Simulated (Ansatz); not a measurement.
`ClC=C(Cl)Cl` + H₂O → `OC=C(Cl)Cl` + HCl at 400 K and 1 bar (formal hydrolysis of a C–Cl bond).

Computed with Ansatz on PBE0-D4/def2-TZVP structures; ΔE is electronic, products minus reactants. CBS: MP2 limit from def2 TZ/QZ plus the TZ coupled-cluster correction, frozen cores. This one scheme is used for every species. One conformer a species, not always the lowest.

| species | CCSD(T)/CBS energy (Eh) | H − E (kJ/mol) | S (J/(mol·K)) |
| --- | --- | --- | --- |
| `ClC=C(Cl)Cl` | -1456.00219 | 90.9 | 348.8 |
| H₂O | -76.37941 | 69.8 | 198.6 |
| `OC=C(Cl)Cl` | -1072.00088 | 128.8 | 342.4 |
| HCl | -460.38127 | 29.6 | 195.4 |

H − E and S are ideal-gas, rigid-rotor, harmonic terms from PBE0-D4/def2-TZVP, for one conformer and one mirror image of each species. 1 Eh = 2625.50 kJ/mol, R = 8.31446 J/(mol·K).

Task: By hand: ΔE, ΔH, ΔS and ΔG.

Result: ΔE = (-1072.00088) + (-460.38127) − (-1456.00219) − (-76.37941) = -0.00055 Eh = -1.4 kJ/mol. Δ(H − E) = 128.8 + 29.6 − 90.9 − 69.8 = -2.3, so ΔH = -3.7 kJ/mol. ΔS = 342.4 + 195.4 − 348.8 − 198.6 = -9.6 J/(mol·K). ΔG = -3.7 − 400 × (-9.6)/1000 = 0.1 kJ/mol.

Task: By hand: the equilibrium constant, and the temperature at which ΔG would vanish if ΔH and ΔS stayed fixed.

Result: log₁₀ K = −ΔG/(RT ln 10) = 0.0. ΔG = 0 at ΔH/ΔS = 385 K, though so small a ΔH makes that figure unsure.

TΔS isn't small against ΔH here. The sign of ΔG lies within the doubt. A doubt of 5 kJ/mol in ΔE shifts log₁₀ K by 0.7 here. Other conformers and mirror images would add mixing entropy, several J/(mol·K) or more a flexible species. These are equilibria of isolated gas molecules and say nothing of rates. Largest T1 diagnostic: 0.012 (customary marks: 0.02 for closed shells, 0.045 for open ones).
